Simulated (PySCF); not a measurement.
Reaction (SMILES): C=CC → [CH-]=CC + H+
B3LYP-D3(BJ)/def2-TZVP geometries, fixed; electronic energies without zero-point terms.
Largest species:
```
C
C 1 1.3267
H 2 1.0824 1 121.67
H 2 1.0845 3 116.84 1 180.00
H 1 1.0871 2 118.81 3 0.00
C 1 1.4957 5 116.00 2 180.00
H 6 1.0909 1 111.47 5 -180.00
H 6 1.0939 7 108.29 1 -122.37
H 6 1.0939 7 108.29 8 -115.25
```
Charge 0, spin multiplicity 1.

Effect of the SCF energy threshold at M06-2X/def2-SVP with PySCF, against the last row, where the deprotonation energy is 424.70 kcal/mol. The proton leaves the site shown, which need not be the most acidic.

```tsv
setting	SCF cycles, largest species	largest shift of a total energy (mEh)	shift of the deprotonation energy (kcal/mol)
conv_tol: 1e-4	5	0.000	0.000
conv_tol: 1e-5	6	0.000	0.000
conv_tol: 1e-6	6	0.000	0.000
conv_tol: 1e-7	7	0.000	0.000
conv_tol: 1e-11	10	0.000	0.000
```

Within 0.02 kcal/mol in the deprotonation energy: conv_tol: 1e-4; conv_tol: 1e-5; conv_tol: 1e-6; conv_tol: 1e-7. The largest shift is 0.000 mEh in a total energy and 0.000 kcal/mol in the difference.
